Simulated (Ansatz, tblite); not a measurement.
# (ZnO)2 ring (Zn₂O₂): a ladder of methods and basis sets

Aim: run the singlet of (ZnO)2 ring (Zn₂O₂) at one geometry on many levels, and compare frontier levels, spin and run time.

Program: Ansatz 0.2.0, Gaussian basis. Level of theory: as each input shows. These are calculated values, not measurements.

The runs, in order: GFN1-xTB, GFN2-xTB, PBE-D4/def2-TZVP, r2SCAN-D4/def2-TZVP, PBE-QIDH/def2-TZVP, LC-ωPBE/def2-TZVP, HF/def2-TZVP, B97M-V/def2-TZVP, ωB97M-V/def2-TZVP, ωB97X-V/def2-TZVP, r2SCANh-D4/def2-TZVP, PBE-D4/def2-SVP, PBE0-D4/def2-SVP, HF/STO-3G, PBE0-D4/def2-TZVPD, PBE-D4/def2-TZVPD, r2SCAN-D4/def2-TZVPD, CCSD(T)/def2-TZVPP, MP2/def2-TZVP, RPA/def2-TZVP.

**1. The relaxed structure**

The singlet was relaxed beforehand with r2SCAN-D4/def2-SVP.

4 atoms, charge 0, spin multiplicity 1.

Bond lengths: Zn1–O2 1.877 Å, Zn1–O4 1.877 Å, O2–Zn3 1.877 Å, Zn3–O4 1.877 Å. Angles: O2–Zn1–O4 104.6°, Zn1–O2–Zn3 75.4°, O2–Zn3–O4 104.6°, Zn1–O4–Zn3 75.4°.

PBE0-D4/def2-TZVP was run before; its log isn't repeated, and its numbers join the tables.

**2. GFN1-xTB**

Tight binding, by tblite at 300 K electronic temperature and without a spin-polarisation term:

```python
tblite.interface.Calculator('GFN1-xTB', numbers, positions, charge=0, uhf=0).singlepoint()
```

Energy -296.3229 eV, HOMO -11.35 eV, LUMO -8.47 eV; 0.016 s.

**3. GFN2-xTB**

Tight binding, by tblite at 300 K electronic temperature and without a spin-polarisation term:

```python
tblite.interface.Calculator('GFN2-xTB', numbers, positions, charge=0, uhf=0).singlepoint()
```

Energy -248.8689 eV, HOMO -12.69 eV, LUMO -10.90 eV; 0.002 s.

**4. PBE-D4/def2-TZVP**

start.molden holds the orbitals of an earlier run on this state, given as this run's starting guess.

in.yaml reads:

```yaml
crystal:
  periodic: [false, false, false]
  atoms:
    - {symbol: Zn, position_ang: [0.731616, 0.637044, 0.612785]}
    - {symbol: O, position_ang: [0.181595, 0.908091, -1.160920]}
    - {symbol: Zn, position_ang: [-0.731625, -0.637042, -0.612784]}
    - {symbol: O, position_ang: [-0.181587, -0.908092, 1.160919]}
basis:
  gaussian: {orbitals: def2-TZVP, initial_orbitals: start.molden}
hamiltonian: {xc: pbe, dispersion: d4}
scf: {omitted_lower_state_checks: [starts]}
output: {orbitals: {seedname: orbitals}}
```

Launch:

```
ansatz run in.yaml --threads 4 --pin off --events-out ev --progress --plain --max-ram 3916MiB
```

After this run come: r2SCAN-D4/def2-TZVP; PBE-QIDH/def2-TZVP; LC-ωPBE/def2-TZVP; HF/def2-TZVP; B97M-V/def2-TZVP; ωB97M-V/def2-TZVP; ωB97X-V/def2-TZVP; r2SCANh-D4/def2-TZVP; PBE-D4/def2-SVP; PBE0-D4/def2-SVP; HF/STO-3G; PBE0-D4/def2-TZVPD; PBE-D4/def2-TZVPD; r2SCAN-D4/def2-TZVPD; CCSD(T)/def2-TZVPP; MP2/def2-TZVP; RPA/def2-TZVP.

Q: Predict the results of all the runs planned. Wanted: gap in def2-TZVP, named functionals and Hartree-Fock, smallest and largest; correlation energy, CCSD(T)/def2-TZVPP; correlation energy, MP2/def2-TZVP; binding an atom, functionals in def2-TZVP; PBE0 total energy, smallest basis above largest.

The runs gave:

```
                                                                  quantity                               value
gap in def2-TZVP, named functionals and Hartree-Fock, smallest and largest      1.24 eV (PBE-D4), 9.40 eV (HF)
                                    correlation energy, CCSD(T)/def2-TZVPP                           -39.34 eV
                                         correlation energy, MP2/def2-TZVP                           -36.53 eV
                                 binding an atom, functionals in def2-TZVP  1.74 (PBE0-D4) to 1.98 eV (PBE-D4)
                           PBE0 total energy, smallest basis above largest     19.35 eV (def2-SVP, def2-TZVPD)
```

**Reading.** Orbital gaps of the named functionals and Hartree-Fock in def2-TZVP span 1.24 eV (PBE-D4) to 9.40 eV (HF); exact exchange widens it. Notes on CCSD(T)/def2-TZVPP: large T1 diagnostic.
